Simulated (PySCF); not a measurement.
C2H3F.
Z-matrix (Å and degrees, PBE0-D3(BJ)/def2-TZVP geometry), rows numbered from 1:
```
C 
C   1  1.3165
F   2  1.3361  1  122.35
H   1  1.0808  2  119.21  3  -179.98
H   1  1.0823  2  121.52  3     0.02
H   2  1.0843  1  125.69  3   179.99
```

Linear response at PBE0/aug-cc-pVTZ (PySCF, frozen core in the response, non-relativistic). Isolated species at its PBE0-D3(BJ)/def2-TZVP geometry, gas phase.

Static isotropic polarisability: 27.90 au (4.13 Å³), principal values 22.0, 26.0, 35.7 au.

**Question.** What is the polarisability at 1064 nm and at the sodium D line?

**Answer.** 28.16 au at 1064 nm (+0.9 %), 28.77 au at 589.3 nm (+3.1 %). The rise at 589.3 nm is 3.38 times that at 1064 nm; a pure ω² law gives 3.26. The lowest singlet lies at 184 nm, shorter than both wavelengths.

**Question.** What is the isotropic C6 coefficient between two such molecules, C6 = (3/π)∫α(iω)² dω?

**Answer.** 330.9 au (Eh·bohr⁶) by a ten-point quadrature over imaginary frequencies, which is 198 eV·Å⁶ or 19.1 J·nm⁶/mol.

**Question.** Which effective excitation energy ω̄ makes London's formula C6 = (3/4)α²ω̄ exact here?

**Answer.** ω̄ = 4·C6/(3α²) = 0.567 Eh = 15.4 eV. A one-pole form α(ω) = α/(1 − ω²/ω̄²) fitted to the 1064 nm value gives 12.2 eV.

**Question.** What does −C6/R⁶ come to at R = 10 Å between centres?

**Answer.** -19 J/mol. This is the leading, orientation-averaged term; C8 and higher terms are left out.

**Question.** How anisotropic is the static polarisability, by Δα² = ½[(α1 − α2)² + (α2 − α3)² + (α3 − α1)²]?

**Answer.** Δα = 12.2 au, or 0.44 of the isotropic value.

**Question.** How many electrons N does the Slater–Kirkwood formula C6 = (3/4)·√N·α^(3/2) need to give this C6?

**Answer.** N = (4·C6/3)²/α³ = 9.0; the species has 24 electrons in all.

**Question.** What n − 1 at the D line would an ideal gas of it have at 273.15 K and 1 atm (2.6868 × 10¹⁹ cm⁻³), by n − 1 = 2π·N·α′?

**Answer.** 7.20 × 10⁻⁴, a formal value whether or not that pressure can be reached.
